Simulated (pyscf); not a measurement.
PySCF, gas phase, ωB97X-D3(BJ)/def2-SVP geometries.

How much does it cost (ΔH, 298 K, ωB97M-D3(BJ)/def2-TZVP) to split H₃C–CH(CH₃)–CH(CH₃)–CH₃ (SMILES CC(C)C(C)C) at its C–C bond into CH₃• + H₃C–CH•–CH(CH₃)–CH₃?

C–C to CH₃• + H₃C–CH•–CH(CH₃)–CH₃: 3.76 eV. The 7 functionals that were run give +3.30 (r²SCAN) to +3.76 eV (ωB97X-D3(BJ)/def2-TZVP). Other isomers of H₃C–CH•–CH(CH₃)–CH₃ were not searched in full and may lie lower.
